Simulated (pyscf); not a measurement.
# Four-centre exchange: `[BH]=[NH]` + `[OH2]` → `[BH]=[NH]` + `[OH2]`

Gas phase, singlet surface, charge 0. Bonds broken: B1–H3, O5–H6. Bonds formed: B1–H6, H3–O5. Single points on ωB97X-D3(BJ)/def2-SVP structures (PySCF, gas phase). Correlated levels are frozen-core, on RHF or UHF. ΔMP2 is the change of the MP2 total energy from the triple- to the quadruple-zeta basis.

Transition state (Å):

```xyz
7

B     -1.3644    -0.0618     0.1234
N     -2.5704    -0.1099     0.4724
H      0.3531    -0.6386    -0.3742
H     -3.5276    -0.1491     0.7583
O      1.1425     0.0415    -0.6637
H      0.3133     0.6509    -0.3311
H      1.0562     0.0714    -1.6369
```

One imaginary mode, 1626i cm⁻¹; descent along it reached the two sides named.

| bond | change | reactant side (Å) | saddle | product side |
|---|---|---|---|---|
| B1–H3 | breaks | 1.187 | 1.879 | 3.6 |
| O5–H6 | breaks | 0.965 | 1.081 | 2.422 |
| B1–H6 | forms | 3.6 | 1.879 | 1.187 |
| H3–O5 | forms | 2.422 | 1.082 | 0.965 |

Electronic energies relative to the separated reactants (kJ/mol):

```tsv
level	barrier	reaction energy	reverse barrier
ωB97X-D3(BJ)/def2-TZVP	287.2	0.0	287.2
PBE/def2-TZVP	249.2	0.0	249.2
r²SCAN/def2-TZVP	269.9	0.0	269.9
B3LYP-D3(BJ)/def2-TZVP	282.1	0.0	282.1
PBE0-D3(BJ)/def2-TZVP	268.3	0.0	268.3
M06-2X/def2-TZVP	287.2	0.0	287.2
ωB97M-D3(BJ)/def2-TZVP	279.2	0.0	279.2
HF/def2-TZVP	363.3	0.0	363.3
MP2/def2-QZVPP	292.7	0.0	292.7
CCSD/def2-TZVPP	304.2	0.0	304.2
CCSD(T)/def2-TZVPP	290.4	0.0	290.4
CCSD(T)/def2-TZVPP + ΔMP2(QZVPP)	293.9	0.0	293.9
```

With CCSD(T)/def2-TZVPP + ΔMP2(QZVPP) energies and thermal terms (ideal gas, 1 atm, RRHO with modes under 100 cm⁻¹ raised to 100, one conformer, R ln 2 for chiral ones without a mode under 150 cm⁻¹), in kJ/mol:

| T (K) | ΔH‡ | ΔG‡ | ΔH | ΔG |
|---|---|---|---|---|
| 298 | 287.1 | 322.1 | 0.0 | 0.0 |
| 600 | 286.3 | 357.9 | 0.0 | 0.0 |
| 900 | 287.3 | 393.6 | 0.0 | 0.0 |
| 1200 | 289.2 | 428.7 | 0.0 | 0.0 |

The reactants may also form a dative adduct at HB=NH; it and routes through it were not searched. The products may also form a dative adduct at HB=NH; it and routes through it were not searched. The same reactants have a lower exit, to H₂N–BH–OH (barrier +18.2 kJ/mol at ωB97M-D3(BJ), against +279.2 kJ/mol here). This is the saddle that the search found; another between the same sides may lie lower. The CCSD(T) − MP2 part came from Ansatz, without density fitting, on the same reference.
